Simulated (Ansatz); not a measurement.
# Which is lower?

Two relaxed structures of Al$_{2}$H$_{4}$O, closed shell (PBE0-D4/def2-TZVP; forces vanish, vibrations not checked).

A:

```
atom    x (Å)    y (Å)    z (Å)
 Al1  -0.7225   0.8673  -0.2591
  O2  -0.1883  -0.7714   0.3849
 Al3   1.4782   0.1239   0.6571
  H4  -0.5242  -1.6594   0.5346
  H5  -2.2524   0.8158  -0.7316
  H6   1.7842   0.3190   2.2039
  H7   2.5938  -0.4157  -0.3371
```

B:

```xyz
7
angstrom
Al -1.4554 0.3036 -0.7874
O -0.0001 -0.0006 -0.0001
Al 1.4554 -0.3037 0.7874
H -1.5687 -0.0320 -2.3297
H -2.6554 0.9136 0.0446
H 1.5680 0.0313 2.3299
H 2.6561 -0.9122 -0.0447
```

Ansatz 0.2.0; basis: def2-TZVPP; cores frozen in the correlated methods. B3LYP uses VWN-RPA correlation.

(1) Which structure is lower at CCSD(T), and by how much? (To be estimated.)

No T1 diagnostic of these runs exceeds 0.013.

## Answers

(1) The calculation gives: B, by 37.04 kcal/mol (electronic energy, against the other). By their contacts, A is Al₂H₄O ([OH]1[AlH][AlH2]1) and B is Al₂H₄O ([AlH2][O][AlH2]).

All methods give the same order:

| method | E(B) − E(A) (kcal/mol) |
| --- | --- |
| PBE-D4 | -29.94 |
| r2SCAN-D4 | -35.29 |
| PBE0-D4 | -32.01 |
| B3LYP-D4 | -37.64 |
| wB97M-V | -36.76 |
| HF | -44.81 |
| MP2 | -40.20 |
| CCSD | -38.08 |
| CCSD(T) | -37.04 |

Labels in which every atom is bracketed show which atoms are joined, not bond orders.

For scale, one of the runs: CCSD(T)/def2-TZVPP, 171 basis functions, launched by `ansatz run in.yaml --threads 2 --pin off --events-out ev --progress --plain --max-ram 4352MiB`. Time: 17 s of wall clock on 2 CPU threads of an Arm Neoverse V1; the host was shared. Peak host memory: 1.3 GiB.
